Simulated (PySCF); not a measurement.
# The bond of Mg2, level by level

One job finds the state of Mg2, follows it along the bond with each method and fits the curves.

The runs use PySCF 2.14.0; Mg 6-31G(d,p), no relativity.

## (1) The job

The job is set up so:

```yaml
atoms: Mg, Mg
charge: 0
basis: Mg 6-31G(d,p)
Hamiltonian: no relativity
basis_functions: 36
electrons_treated: 24
masses_in_u: 23.9850, 23.9850
levels: PBE0, PBE, r²SCAN, r²SCANh, M06-L, B2PLYP, ωB97X, HF, MP2, SCS-MP2, CCSD, CCSD(T)
grid: 80 radial by 434 angular points
occupations: held fixed by the projection of orbital angular momentum
dissociation_limit: Mg + Mg, each in its ground configuration
starting_distance_in_angstrom: 2.710
values_of_2S_to_try: 0, 2
```

Command:

```console
$ OMP_NUM_THREADS=1 python dia.py task.json out
```

The runs that follow: First curve: PBE0; Other states along the same grid; PBE; r²SCAN (meta-GGA); r²SCANh; M06-L; B2PLYP (double hybrid); ωB97X (range-separated hybrid); RHF (mean field); MP2 and coupled cluster.

Q: Predict the outcome of this session. Wanted: for each run, Re; ωe; De.

**Answer**, as computed:

Lowest PBE0 solution found, without spin–orbit coupling: ¹Σg⁺ (singlet), closed shell. The other levels ran on it alone.

```
  level  Re (Å)  ωe (cm⁻¹)  De (eV)
    PBE   3.498      104.5    0.143
 r²SCAN   3.504      105.9    0.130
  M06-L   3.469       97.9    0.103
r²SCANh   3.536      100.9    0.119
   PBE0   3.576       93.8    0.112
 B2PLYP   4.156       29.6    0.010
```

De is counted to Mg + Mg in their ground configurations. No constants: RHF (no minimum is bracketed among the points kept); RHF-MP2 (no minimum is bracketed among the points kept); RHF-SCS-MP2 (no minimum is bracketed among the points kept); RHF-CCSD (no minimum is bracketed among the points kept); RHF-CCSD(T) (no minimum is bracketed among the points kept); ωB97X (fits of two degrees disagree).

In words: The methods spread over 0.687 Å in bond length, from M06-L to B2PLYP. Of the levels with a De here, B2PLYP gives the least (0.010 eV) and PBE the most (0.143 eV).

Correlated steps freeze 2 core orbitals. B2PLYP dipoles, levels and charges come from its SCF part alone. The bond is weak, and basis-set superposition, which was not computed, may be a sizeable part of it.
